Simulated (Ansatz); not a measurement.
# Isomers of CH6NSi

2 of its isomers, all doublets with charge 0: A = `C[SiH]N`; B = `CN[SiH2]`.

Shapes, held fixed at every level: PBE0-D4/def2-TZVP. Flexible molecules stand in one conformer, not always the lowest. Programs: Ansatz 0.2.0.

Electronic energies in kJ/mol, without zero-point or thermal terms.

```csv
level,kind,B − A
HF/def2-SVP,Hartree–Fock,+58.8
r2SCAN-D4/def2-TZVPP,meta-GGA,+80.4
B3LYP-D4/def2-TZVPP,global hybrid,+72.7
PBE0-D4/def2-TZVPP,global hybrid,+76.6
r2SCAN0-D4/def2-TZVPP,global hybrid,+80.6
B2PLYP/def2-TZVPP,double hybrid,+75.8
MP2/def2-TZVPP,perturbation theory,+81.1
```

MP2/def2-TZVPP puts A lowest of these. All levels agree on that. The B − A difference spans +58.8 to +81.1 kJ/mol over the levels. Open shells run unrestricted unless RO is named.
